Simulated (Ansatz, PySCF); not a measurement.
Dissociation curve of Na2, singlet.

Methods: UHF/cc-pVDZ (Ansatz, a quantum-chemistry and plane-wave program); RHF/cc-pVDZ (Ansatz); UKS-CAM-B3LYP = Ansatz with unrestricted CAM-B3LYP/cc-pVDZ; RKS-CAM-B3LYP = Ansatz with restricted CAM-B3LYP/cc-pVDZ; UKS-B3LYP = unrestricted B3LYP/cc-pVDZ (Ansatz); RKS-B3LYP = restricted B3LYP/cc-pVDZ run with Ansatz; UKS-PBE = unrestricted PBE/cc-pVDZ (Ansatz); RKS-PBE = Ansatz with restricted PBE/cc-pVDZ; UKS-B3LYP/6-31G* = PySCF 2.14.0 with unrestricted B3LYP/6-31G*, spherical d; RKS-B3LYP/6-31G* = restricted B3LYP/6-31G*, spherical d run with PySCF; UKS-B3LYP/3-21G = unrestricted B3LYP/3-21G run with PySCF; RKS-B3LYP/3-21G = restricted B3LYP/3-21G (PySCF); UKS-M06-2X/6-31G* = unrestricted M06-2X/6-31G*, spherical d in PySCF; RKS-M06-2X/6-31G* = PySCF 2.14.0 with restricted M06-2X/6-31G*, spherical d.

Scanned distances (Å): 2.50, 2.67, 2.77, 2.90, 3.00, 3.10, 3.17, 3.28, 3.43, 3.56, 3.85, 4.18, 4.65, 5.05, 5.57, 6.14, 6.84, 7.60, 8.30, 9.33.

Task: Where does the unrestricted solution first break spin symmetry (<S²> of 0.01 or more)?

Result: UHF: already at 2.50 Å; UKS-CAM-B3LYP: between 3.56 and 3.85 Å; UKS-B3LYP: between 3.85 and 4.18 Å; UKS-PBE: between 3.85 and 4.18 Å; UKS-B3LYP/6-31G*: between 3.85 and 4.18 Å; UKS-B3LYP/3-21G: between 4.18 and 4.65 Å; UKS-M06-2X/6-31G*: already at 2.50 Å.

| R / Å | <S²> UHF | E(RHF) − E(UHF) / mEh | <S²> UKS-CAM-B3LYP | E(RKS-CAM-B3LYP) − E(UKS-CAM-B3LYP) / mEh | <S²> UKS-B3LYP | E(RKS-B3LYP) − E(UKS-B3LYP) / mEh | <S²> UKS-PBE | E(RKS-PBE) − E(UKS-PBE) / mEh | <S²> UKS-B3LYP/6-31G* | E(RKS-B3LYP/6-31G*) − E(UKS-B3LYP/6-31G*) / mEh | <S²> UKS-B3LYP/3-21G | E(RKS-B3LYP/3-21G) − E(UKS-B3LYP/3-21G) / mEh | <S²> UKS-M06-2X/6-31G* | E(RKS-M06-2X/6-31G*) − E(UKS-M06-2X/6-31G*) / mEh |
|---|---|---|---|---|---|---|---|---|---|---|---|---|---|---|
| 2.50 | 0.19 | 0.4 | 0.00 | 0.0 | 0.00 | 0.0 | 0.00 | 0.0 | 0.00 | 0.0 | 0.00 | 0.0 | 0.01 | 0.0 |
| 2.67 | 0.25 | 0.7 | 0.00 | 0.0 | 0.00 | 0.0 | 0.00 | 0.0 | 0.00 | 0.0 | 0.00 | 0.0 | 0.05 | 0.1 |
| 2.77 | 0.29 | 1.0 | 0.00 | 0.0 | 0.00 | 0.0 | 0.00 | 0.0 | 0.00 | 0.0 | 0.00 | 0.0 | 0.07 | 0.2 |
| 2.90 | 0.34 | 1.4 | 0.00 | 0.0 | 0.00 | 0.0 | 0.00 | 0.0 | 0.00 | 0.0 | 0.00 | 0.0 | 0.09 | 0.3 |
| 3.00 | 0.39 | 1.9 | 0.00 | 0.0 | 0.00 | 0.0 | 0.00 | 0.0 | 0.00 | 0.0 | 0.00 | 0.0 | 0.12 | 0.5 |
| 3.10 | 0.43 | 2.4 | 0.00 | 0.0 | 0.00 | 0.0 | 0.00 | 0.0 | 0.00 | 0.0 | 0.00 | 0.0 | 0.14 | 0.8 |
| 3.17 | 0.46 | 2.9 | 0.00 | 0.0 | 0.00 | 0.0 | 0.00 | 0.0 | 0.00 | 0.0 | 0.00 | 0.0 | 0.16 | 0.9 |
| 3.28 | 0.51 | 3.7 | 0.00 | 0.0 | 0.00 | 0.0 | 0.00 | 0.0 | 0.00 | 0.0 | 0.00 | 0.0 | 0.18 | 1.3 |
| 3.43 | 0.57 | 5.0 | 0.00 | 0.0 | 0.00 | 0.0 | 0.00 | 0.0 | 0.00 | 0.0 | 0.00 | 0.0 | 0.22 | 1.8 |
| 3.56 | 0.62 | 6.3 | 0.00 | 0.0 | 0.00 | 0.0 | 0.00 | 0.0 | 0.00 | 0.0 | 0.00 | 0.0 | 0.25 | 2.3 |
| 3.85 | 0.72 | 9.8 | 0.15 | 0.1 | 0.00 | 0.0 | 0.00 | 0.0 | 0.00 | 0.0 | 0.00 | 0.0 | 0.31 | 3.7 |
| 4.18 | 0.81 | 14.4 | 0.45 | 1.6 | 0.06 | 0.0 | 0.07 | 0.0 | 0.06 | 0.0 | 0.00 | 0.0 | 0.38 | 5.7 |
| 4.65 | 0.89 | 21.7 | 0.71 | 5.6 | 0.50 | 1.4 | 0.37 | 0.8 | 0.51 | 1.4 | 0.42 | 0.8 | 0.47 | 8.8 |
| 5.05 | 0.94 | 28.1 | 0.84 | 9.9 | 0.72 | 3.6 | 0.60 | 2.2 | 0.72 | 3.7 | 0.68 | 2.7 | 0.53 | 11.7 |
| 5.57 | 0.97 | 36.1 | 0.93 | 15.7 | 0.87 | 7.1 | 0.81 | 4.5 | 0.88 | 7.2 | 0.86 | 6.0 | 0.59 | 15.3 |
| 6.14 | 0.99 | 43.9 | 0.97 | 21.7 | 0.95 | 10.7 | 0.93 | 7.4 | 0.95 | 10.8 | 0.94 | 9.6 | 0.64 | 18.9 |
| 6.84 | 1.00 | 52.1 | 0.99 | 27.9 | 0.98 | 14.5 | 0.98 | 10.5 | 0.98 | 14.6 | 0.98 | 13.3 | 0.99 | 20.4 |
| 7.60 | 1.00 | 59.3 | 1.00 | 33.1 | 1.00 | 17.4 | 1.00 | 12.9 | 1.00 | 17.5 | 0.99 | 16.3 | 1.00 | 25.3 |
| 8.30 | 1.00 | 64.6 | 1.00 | 36.7 | 1.00 | 19.2 | 1.00 | 14.2 | 1.00 | 19.3 | 1.00 | 18.1 | 1.00 | 28.6 |
| 9.33 | 1.00 | 70.5 | 1.00 | 40.5 | 1.00 | 20.9 | 1.00 | 15.3 | 1.00 | 21.0 | 0.00 | — | 1.00 | 31.9 |

A dash means that the run gave no value there, or that the column was ended at a point which the program doubted or which failed a test of continuity chosen for this set; such a test can also cut sound points.
